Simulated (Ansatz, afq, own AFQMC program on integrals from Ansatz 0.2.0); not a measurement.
Two steps: Ansatz 0.2.0 writes the Fock matrix and Cholesky factors of the valence space, and afq projects on them the lowest state that overlaps trial and start.

```yaml
crystal:
  periodic: [false, false, false]
  atoms:
    - {symbol: O, position_ang: [0.000000, -0.127920, -0.072202]}
    - {symbol: H, position_ang: [0.000000, 1.541074, 1.975876]}
    - {symbol: H, position_ang: [0.000000, 0.489444, -0.829790]}
basis:
  gaussian: {orbitals: aug-cc-pVDZ}
total_charge: -1
magnetization: {spin_polarized: true, initial_magnetization: 1}
correlation: {method: ccsd_t, electrons: outside_noble_gas, hamiltonian_folder: ham}
```

```sh
$ ansatz run in.yaml --threads 1 --pin off --events-out ev --progress --plain --max-ram 1382MiB
```

afq runs on the folder ham with

```
--method phaseless --trial cisd --walkers 60 --populations 1 --least-time 40 --time-step 0.005 --steps-per-block 50 --equilibration-blocks 40 --max-blocks 300 --target-error 0.00072 --factor-cut 1e-05 --start spin_pure --seed 2420 --release-times 0.24,0.51,0.99,1.62,2.4 --release-step 0.03 --release-every 4 --taylor-order 6
```

Times are imaginary, in 1/Eh. The walk had a cap of 1356 s.

afq prints:

```
orbitals 40  electrons 5 4  factors 286 of 385
reference energy -75.89761491 Eh
CCSD correlation -0.24435286 Eh in 17 cycles, weight of the determinant in the CISD state 0.8886
energy of the start -76.142204 Eh
 block  time / (1/Eh)  mean weight  energy / Eh
     1     0.250  0.9997  -76.141988
     2     0.500  1.0032  -76.155363
     3     0.750  1.0005  -76.144013
     4     1.000  1.0001  -76.143124
     5     1.250  0.9996  -76.144564
    10     2.500  1.0006  -76.146527
    49    12.250  1.0019  -76.147951
    81    20.250  0.9943  -76.166042
    89    22.250  1.0009  -76.160839
   129    32.250  1.0019  -76.152035
   169    42.250  1.0012  -76.146058
   193    48.250  1.0010  -76.136915
   209    52.250  0.9989  -76.148989
   249    62.250  0.9999  -76.156733
   289    72.250  0.9976  -76.147252
   329    82.250  1.0013  -76.156194
   337    84.250  0.9992  -76.141123
blocks merged  error / Eh  count
     1  0.000581  300
     2  0.000677  150
     4  0.000806  75
     8  0.000918  37
    16  0.001052  18
    32  0.001188  9
released: time / (1/Eh)  energy / Eh  error  mean overlap
  0.24  -76.154120  0.001018  0.9914
  0.51  -76.154081  0.001013  0.9907
  0.99  -76.152035  0.001009  0.9993
  1.62  -76.153443  0.001733  0.9908
  2.40  -76.153288  0.002016  0.9825
energy -76.152794 +/- 0.001052 Eh
(rows thinned)
```

The run passed its tests (sampling time, drift between the halves within three errors, error under three times the target), which doesn't prove that it has relaxed.

Against this walk (error 28.6 meV) on the same determinant: CCSD(T) 43.6 meV higher (within the noise), CCSDT(Q) 12.5 meV lower (within the noise). The error is statistical and leaves out the bias of the constraint. Released to 2.40 1/Eh the energy moves by -13 ± 62 meV (both errors), within twice the noise.

Cautions: constraint bias not in the error; error above the target (28.6 against 19.6 meV); higher spins were not checked; raised T1 diagnostic (T1 0.044, weight of the determinant 0.89, largest double 0.05); the bias of populations of 60 walkers isn't removed.

The walk took 6.2 min on 1 thread of Arm Neoverse V2, on a shared host. The log's last line is the phaseless energy.

CCSDT and higher add their correlation energy to the determinant of the CCSD(T) run, since their own runs factorise the integrals more tightly (a shift of under 2 meV). A walk keeps the symmetry of its determinant, which the program's search chose and which needn't be the lowest solution, so a lower state of the same spin and another symmetry isn't excluded.
